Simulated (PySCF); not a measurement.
**CH5OSi: g tensor and hyperfine couplings**

CH5OSi (doublet state).
Z-matrix (Å and degrees, GFN2-xTB geometry), rows numbered from 1:
```
O 
C   1  1.4277
Si  2  1.9083  1  110.27
H   1  0.9623  2  108.52  3    63.68
H   2  1.0908  1  104.92  3   119.76
H   2  1.0975  1  109.78  3  -125.31
H   3  1.4542  2  112.77  1    67.43
H   3  1.4626  2  109.86  1   -58.98
```

The hyperfine couplings belong to this conformer and change with its torsions.

Identity: `OC[SiH2]` [radical].

Computed with PySCF, UKS B3LYP, pcH-1 on C H O Si, non-relativistic, mean-field spin-orbit, GIAO. One conformer (not necessarily the lowest) at the GFN2-xTB geometry, without solvent, vibrations or thermal averaging. A GFN2-xTB geometry isn't a minimum of the functional, and hyperfine couplings can be far from their values at a DFT geometry, by a factor of two or more for some ions and for spin on atoms past the first row. The SCF solution wasn't tested for stability.

| Quantity | Value |
| --- | --- |
| g1, g2, g3 | 2.00205, 2.00289, 2.00418 |
| g_iso | 2.00304 |
| Form of g | rhombic: the two nearest values differ by 39 % of g3 − g1 |
| ⟨S²⟩ | 0.7520 (exact 0.7500) |
| α and β electrons | 17, 16 |
| HOMO–LUMO gap, α and β orbitals | 6.19, 4.62 eV |
| Total energy | -405.78114 Eh |

Hyperfine couplings atom by atom, in mT; T1 to T3 are the principal values of the dipolar part; ρ(0) is the spin density at the nucleus (MHz turned into mT with g_iso):

| atom | isotope | a_iso | of which spin–orbit | T1 | T2 | T3 | Mulliken spin population | ρ(0) (bohr⁻³) |
| --- | --- | --- | --- | --- | --- | --- | --- | --- |
| O1 | 17O | -0.52 | 0.00 | -0.90 | 0.42 | 0.47 | 0.05 | 0.0238 |
| C2 | 13C | 1.25 | 0.00 | -0.12 | -0.10 | 0.22 | 0.01 | 0.0311 |
| Si3 | 29Si | -12.94 | 0.03 | -6.35 | 3.16 | 3.19 | 0.96 | 0.4092 |
| H4 | 1H | -0.20 | 0.00 | -0.27 | -0.06 | 0.33 | 0.00 | -0.0013 |
| H5 | 1H | -0.10 | 0.00 | -0.15 | -0.06 | 0.21 | 0.00 | -0.0006 |
| H6 | 1H | -0.14 | 0.00 | -0.15 | -0.06 | 0.21 | 0.00 | -0.0009 |
| H7 | 1H | 1.01 | 0.00 | -0.36 | 0.06 | 0.30 | 0.00 | 0.0063 |
| H8 | 1H | 0.59 | 0.00 | -0.36 | 0.05 | 0.32 | -0.01 | 0.0037 |

The largest Mulliken spin population is on Si3 (+0.96). The angles at Si3 add up to 335.2°, so it is pyramidal.

Under fast tumbling the dipolar parts average out, and these isotropic splittings remain: 2 × 1H (H7/H8, I = 1/2, 3 lines) with 0.80 mT, 1 × 1H (H4, I = 1/2, 2 lines) with 0.20 mT and 2 × 1H (H5/H6, I = 1/2, 3 lines) with 0.12 mT.

Nuclei that the bonding pattern makes equivalent are averaged, as if the motion that swaps them (rotation, inversion, ring flip) were fast. The 1H value of +22.4 MHz is a mean of couplings from 16.4 to 28.3 MHz in this one geometry, not an average over conformers.

The 13C coupling of C2 (35.0 MHz) shows only in satellite lines or after enrichment, since that isotope makes up about 1.07 % of natural carbon.

The 29Si coupling of Si3 (-362.7 MHz) shows only in satellite lines or after enrichment, since that isotope makes up about 4.7 % of natural silicon.
